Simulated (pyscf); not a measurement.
## Four-centre exchange: O=SiH–OH + hydrogen (H₂) → O=SiH–OH + hydrogen (H₂)

Gas phase, singlet surface, charge 0. Bonds broken: Si2–H6, H4–H7. Bonds formed: Si2–H4, H6–H7. Optimised with ωB97X-D3(BJ)/def2-SVP in PySCF.

Transition state (Å):

```xyz
7

O      0.4371     1.1904     3.1446
Si     0.2067     0.6815     1.7203
O      0.1823    -0.8546     1.1337
H     -1.0461     1.3064     0.8584
H      0.3210    -1.5329     1.8053
H      1.0104     1.4089     0.4843
H     -0.0754     1.5114     0.3939
```

One imaginary mode, 1709i cm⁻¹; descent along it reached the two sides named.

```csv
bond,change,reactant side (Å),saddle,product side
Si2–H6,breaks,1.472,1.644,2.7
H4–H7,breaks,0.761,1.096,3.0
Si2–H4,forms,2.7,1.644,1.472
H6–H7,forms,3.0,1.094,0.761
```

Electronic energies relative to the separated reactants (kcal/mol):

```csv
level,barrier,reaction energy,reverse barrier
ωB97X-D3(BJ)/def2-TZVP,45.7,0.0,45.7
PBE/def2-TZVP,39.7,0.0,39.7
r²SCAN/def2-TZVP,40.4,0.0,40.4
B3LYP-D3(BJ)/def2-TZVP,45.5,0.0,45.5
PBE0-D3(BJ)/def2-TZVP,40.7,0.0,40.7
M06-2X/def2-TZVP,47.6,0.0,47.6
ωB97M-D3(BJ)/def2-TZVP,45.9,0.0,45.9
HF/def2-TZVP,57.6,0.0,57.6
```

With ωB97M-D3(BJ)/def2-TZVP energies and thermal terms (ideal gas, 1 atm, RRHO with modes under 100 cm⁻¹ raised to 100, one conformer, R ln 2 for chiral ones without a mode under 150 cm⁻¹), in kcal/mol:

```
T (K)   ΔH‡   ΔG‡   ΔH   ΔG
-----  ----  ----  ---  ---
298    47.0  55.1  0.0  0.0
600    46.0  63.7  0.0  0.0
900    45.7  72.7  0.0  0.0
1200   45.8  81.7  0.0  0.0
```

At the saddle there is also a short H–Si contact that neither side keeps. The same reactants have a lower exit, to HO–SiH₂–OH (barrier +18.2 kcal/mol at ωB97M-D3(BJ)/def2-TZVP, against +45.9 kcal/mol here). O=SiH–OH lies 9.8 kcal/mol over its isomer HO–Si:–OH [singlet] (electronic energy, ωB97M-D3(BJ)/def2-TZVP). Another saddle between the same species, by other bonds, lies lower (36.3 kcal/mol against 45.9 kcal/mol at ωB97M-D3(BJ)/def2-TZVP).
